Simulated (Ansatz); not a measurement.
**How far each method lies from UCCSDT(Q) for H₃Ge–GeH⁺, quartet**

Geometry: that of the H3Ge–GeH, triplet, kept fixed. The doublet lies 3.0 eV lower here.

```xyz
6

Ge    0.0000   -0.0229    1.1903
Ge    0.0000    0.0409   -1.2321
H     1.2555   -0.7421    1.7164
H     0.0000    1.4326    1.6767
H    -1.2555   -0.7421    1.7164
H     0.0000   -1.2486   -2.0914
```

Basis cc-pVDZ; Ansatz 0.2.0. Only valence electrons are correlated (noble-gas cores and the filled d shells of p-block atoms frozen), which leaves 11 electrons in 46 orbitals. Prefix R: restricted or restricted open-shell reference; prefix U: unrestricted. No spin–orbit coupling is included, and no scalar relativity.

Full CI isn't at hand for all of this; UCCSDT(Q) serves as the reference, and is uncertain by the last step of the cluster series or more.

The UHF ⟨S²⟩ is 3.768, the T1 diagnostic (RCCSD) is 0.0266 and the largest doubles amplitude (RCCSD) is 0.054. The T1 diagnostic (UCCSD) is 0.0192.

From what is known of these methods and the diagnostics, rank them by the size of their error in total energy against UCCSDT(Q) in cc-pVDZ, smallest first (an estimate: the text doesn't fix the numbers).
A. UHF
B. UCCSDT
C. UMP2
D. UCCSD(T)
E. UCCSD

B (0.4 kJ/mol), D (3.7 kJ/mol), E (15.8 kJ/mol), C (123.6 kJ/mol), A (498.4 kJ/mol).

All errors are against UCCSDT(Q) in cc-pVDZ. Within each family the higher level lies nearer, as is usual though not guaranteed.
